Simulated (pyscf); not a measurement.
# Four-centre exchange: `[BH2][O][SiH3]` + `[FH]` -> `[F][SiH3]` + `[BH2][OH]`

Gas phase, singlet surface, charge 0. Bonds broken: Si1–O2, F9–H10. Bonds formed: Si1–F9, O2–H10. Optimised with ωB97X-D3(BJ)/def2-SVP in PySCF. MP2 and CC: frozen core, UHF for open shells. ΔMP2 is the change of the MP2 total energy from the triple- to the quadruple-zeta basis.

Transition state (Å):

```xyz
10

Si    -1.9232     0.1188     0.0714
O     -0.0392     0.0184    -0.1068
B      0.8833    -0.4066    -1.0194
H     -2.0703    -0.5044    -1.2934
H     -2.5790    -0.8771     0.9565
H     -2.5547     1.4507    -0.1088
H      2.0498    -0.2878    -0.7362
H      0.4725    -0.8740    -2.0511
F     -1.0191     0.8201     1.6254
H     -0.0534     0.4810     0.9045
```

One imaginary mode, 693i cm⁻¹; descent along it reached the two sides named, in the forms told below.

```tsv
bond	change	reactant side (Å)	saddle	product side
Si1–O2	breaks	1.711	1.895	3.1
F9–H10	breaks	0.936	1.252	1.972
Si1–F9	forms	3.0	1.930	1.646
O2–H10	forms	1.777	1.112	0.968
```

Electronic energies relative to the separated reactants (eV):

```csv
level,barrier,reaction energy,reverse barrier
ωB97X-D3(BJ)/def2-TZVP,0.77,-0.48,1.25
PBE/def2-TZVP,0.58,-0.57,1.15
r²SCAN/def2-TZVP,0.64,-0.55,1.19
B3LYP-D3(BJ)/def2-TZVP,0.75,-0.52,1.28
PBE0-D3(BJ)/def2-TZVP,0.69,-0.50,1.19
M06-2X/def2-TZVP,0.76,-0.49,1.24
ωB97M-D3(BJ)/def2-TZVP,0.74,-0.53,1.27
HF/def2-TZVP,1.43,-0.54,1.97
MP2/def2-QZVPP,0.84,-0.45,1.29
CCSD/def2-TZVPP,0.97,-0.48,1.45
CCSD(T)/def2-TZVPP,0.88,-0.47,1.35
CCSD(T)/def2-TZVPP + ΔMP2(QZVPP),0.88,-0.47,1.34
```

With CCSD(T)/def2-TZVPP + ΔMP2(QZVPP) energies and thermal terms (ideal gas, 1 atm, RRHO with modes under 100 cm⁻¹ raised to 100, one conformer, R ln 2 for rigid chiral ones), in eV:

| T (K) | ΔH‡ | ΔG‡ | ΔH | ΔG |
|---|---|---|---|---|
| 298 | 0.85 | 1.31 | -0.42 | -0.44 |
| 600 | 0.83 | 1.79 | -0.46 | -0.43 |
| 900 | 0.84 | 2.26 | -0.49 | -0.41 |
| 1200 | 0.85 | 2.73 | -0.51 | -0.39 |

On the reactant side the descent ends in a complex, 0.27 eV under the separated species and 1.04 eV under the saddle at ωB97X-D3(BJ)/def2-TZVP. One saddle was located; it need not be the lowest between these sides. The CCSD(T) − MP2 part came from Ansatz, without density fitting, on the same reference.
